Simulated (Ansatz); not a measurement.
Calculation: Ansatz (a program for electronic structure) with frozen-core CCSD(T)/cc-pVTZ // PBE0-D3(BJ)/def2-TZVP.

Ansatz 0.2 input:
```yaml
crystal:
  periodic: [false, false, false]
  atoms:
    - { symbol: C, position_ang: [1.074196, 0.292816, -0.329703] }
    - { symbol: O, position_ang: [-0.172151, 0.811768, 0.037475] }
    - { symbol: C, position_ang: [-1.094364, -0.197712, 0.334093] }
    - { symbol: H, position_ang: [1.00035, -0.339169, -1.226622] }
    - { symbol: H, position_ang: [1.733947, 1.133912, -0.54403] }
    - { symbol: H, position_ang: [1.515338, -0.308666, 0.478342] }
    - { symbol: H, position_ang: [-1.269089, -0.852515, -0.531946] }
    - { symbol: H, position_ang: [-2.034127, 0.281576, 0.609375] }
    - { symbol: H, position_ang: [-0.7541, -0.822009, 1.173016] }
basis:
  gaussian: { orbitals: cc-pVTZ }
correlation:
  method: ccsd_t
```

Output:

```
Functional definition: HF
985 factors; integrals over basis functions are off by at most 8.8e-4 eV
mean field evaluation 1: about -4192.2247 eV, gradient 2.7e1 eV
mean field evaluation 2: about -4192.2265 eV, gradient 2.7e1 eV
mean field evaluation 4: about -4193.9602 eV, gradient 4.0e0 eV
mean field evaluation 8: about -4193.9939 eV, gradient 7.6e-5 eV
mean field evaluation 16: about -4193.9926 eV, gradient 6.2e-1 eV
mean field -4193.99388618 eV, -154.1264325260 hartree, gradient 2.7e-6 eV, S^2 0.000000; 0 other end points of the search recorded, 0 dependent functions left out
3 core orbitals not correlated
reference -4193.99388618 eV, -154.1264325260 hartree; 10, 10 occupied and 161, 161 virtual orbitals, 985 factors
second order -16.26994671 eV of doubles, -0.00000000 eV of singles
cycle   1  -16.62705988 eV  change   -3.6e-1 eV  update   7.7e-2
cycle   2  -17.01662173 eV  change   -3.9e-1 eV  update   2.2e-2
cycle   3  -17.09110903 eV  change   -7.4e-2 eV  update   9.9e-3
cycle   4  -17.08635684 eV  change    4.8e-3 eV  update   2.0e-3
cycle   5  -17.08671619 eV  change   -3.6e-4 eV  update   8.5e-4
cycle   6  -17.08711481 eV  change   -4.0e-4 eV  update   2.4e-4
cycle   7  -17.08700263 eV  change    1.1e-4 eV  update   9.2e-5
cycle   8  -17.08698775 eV  change    1.5e-5 eV  update   2.9e-5
cycle   9  -17.08699317 eV  change   -5.4e-6 eV  update   8.0e-6
perturbative correction -0.60649773 eV, -0.0222883806 hartree
Total energy: -4211.68737709 eV, -154.7766563237 hartree
```

Cost: roughly 11 core-seconds.
